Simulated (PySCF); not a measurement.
Compound: C₃H₄F₂O.
Numbering: `[CH2:1]=[CH:2][O:3][CH:4]([F:5])[F:6]` (hydrogens: H7, H8 on C1; H9 on C2; H10 on C4)

Structure used (GFN2-xTB), in Å, numbered top down from 1:
```
atom  x, y, z in Å
C1     1.1754    0.3977   -0.8425
C2     0.6732    0.8402    0.2940
O3    -0.4746    0.4182    0.9264
C4    -1.0930   -0.6867    0.4560
F5    -2.0073   -1.0624    1.3587
F6    -1.7739   -0.4445   -0.6933
H7     0.7138   -0.3655   -1.4437
H8     2.0875    0.8209   -1.2188
H9     1.1229    1.6276    0.8794
H10   -0.4153   -1.5409    0.2612
```

Computed, not measured: TDDFT CAM-B3LYP/def2-SVPD, vertical, gas phase, core orbitals frozen in the response in PySCF.

Frontier orbitals with the atoms that hold most of them (Löwdin shares over 4%, at most four atoms; ? is withheld):

| orbital | ε (eV) | atoms |
| --- | --- | --- |
| LUMO+2 | 1.77 | H9 22%, O3 20%, C2 16%, H10 10% |
| LUMO+1 | 1.36 | C1 25%, C2 18%, C4 14%, H10 11% |
| LUMO | 1.09 | ? |
| HOMO | -9.20 | C1 38%, C2 28%, O3 21% |
| HOMO-1 | -12.06 | ? |
| HOMO-2 | -12.70 | O3 34%, F6 23%, C2 13%, F5 10% |
| HOMO-3 | -12.93 | C1 31%, O3 17%, H8 15%, H7 12% |

(1) Give the leading atoms of the HOMO-1.

(2) Which atoms hold the LUMO, and with what shares?

(3) The HOMO–LUMO gap is 10.28 eV. Where does the response calculation put the lowest singlet, and from which orbitals?

Results:

(1) O3 (bonded to 2 C) 27%; F6 (bonded to C) 16%; C4 (bonded to 2 F, O and H) 15%; F5 (bonded to C) 12%. By element: fluorine 28%, oxygen 27%, carbon 15% or more.

(2) C2 (bonded to C, O and H) 33%; C1 (bonded to C and 2 H) 32%; O3 (bonded to 2 C) 8%; H7 (bonded to C) 7%. By element: carbon 65% or more, oxygen 8%, hydrogen 7% or more.

(3) S1 is at 7.33 eV (f = 0.172), 2.96 eV below the gap, made of HOMO→LUMO (74%), HOMO→LUMO+1 (17%). Without the coupling terms of the response equations the lowest excitation would equal the gap.

Next come S2 at 7.43 eV (f 0.152), HOMO→LUMO+1 (62%), HOMO→LUMO (22%), HOMO→LUMO+2 (12%); S3 at 7.85 eV (f 0.025), HOMO→LUMO+2 (76%), HOMO→LUMO+1 (14%); S4 at 8.37 eV (f 0.0024), HOMO→LUMO+3 (77%); S5 at 9.00 eV (f 0.0073), HOMO→LUMO+5 (70%).

One conformer stands for the species.
